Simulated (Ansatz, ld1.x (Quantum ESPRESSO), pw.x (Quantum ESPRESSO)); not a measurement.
# From atom to crystal: PAW potential for V

vanadium (V), PAW, made with ld1.x (Quantum ESPRESSO) 7.5 (PBEsol, scalar-relativistic). Core [Ne], reference 3s2 3p6 3d3 4s2 4p0. Waves: 3s (bound): rcut 1.50, rcutus 1.60 bohr; 4s (bound): rcut 1.50, rcutus 1.60 bohr; 3p (bound): rcut 1.45, rcutus 1.60 bohr; 4p (bound, empty): rcut 1.45, rcutus 1.60 bohr; 3d (bound): rcut 1.80, rcutus 2.10 bohr; 3d channel at 4.7 Ry: rcut 1.80, rcutus 2.10 bohr. Local part: all-electron potential smoothed inside 1.80 bohr (lloc = -1). Core correction: Bessel-smoothed model core inside 0.90 bohr. Augmentation charge: PSQ, radius 1.45 bohr.

Crystal test: bcc V in pw.x 7.5, no spin, 16³ k-points, Fermi–Dirac smearing 0.01 Ry, cutoffs 70/560 Ry. The lattice is a test structure that the element need not adopt, and mesh and smearing are coarse.

pw.x input:

```
&control
  calculation='scf', prefix='x', pseudo_dir='./', outdir='./tmp', tstress=.true., disk_io='none'
/
&system
  ibrav=0, nat=1, ntyp=1, ecutwfc=70, ecutrho=560, nbnd=14,
  occupations='smearing', smearing='fd', degauss=0.01
/
&electrons
  conv_thr=1e-09, mixing_beta=0.4, electron_maxstep=70
/
ATOMIC_SPECIES
V 1.0 V.UPF
CELL_PARAMETERS angstrom
  -1.47827959 1.47827959 1.47827959
  1.47827959 -1.47827959 1.47827959
  1.47827959 1.47827959 -1.47827959
ATOMIC_POSITIONS crystal
V 0.0000 0.0000 0.0000
K_POINTS automatic
16 16 16 0 0 0
```

```bash
pw.x < V.scf.in > V.scf.out
```

How does the run end?

Failed (cdiaghg: S matrix not positive definite). The atomic test gives a lowest overlap eigenvalue of -6685.15 in the s channel. The ghost test of this file was not conclusive. Its overlap operator is not positive definite. Atomic configuration tests: 1 of 7 tests not solved or not reliable. The log shows:

```
Message from routine setup:
     using ibrav=0 with symmetry is DISCOURAGED, use correct ibrav instead
     lattice parameter (alat)  =       4.8386  a.u.
     unit-cell volume          =      87.2020 (a.u.)^3
     number of electrons       =        13.00
     number of Kohn-Sham states=           14
     kinetic-energy cutoff     =      70.0000  Ry
     charge density cutoff     =     560.0000  Ry
     scf convergence threshold =      1.0E-09
     Exchange-correlation= SLA  PW   PSX  PSC
     number of k points=   145  Fermi-Dirac smearing, width (Ry)=  0.0100
     Error in routine cdiaghg (24):
     S matrix not positive definite
```
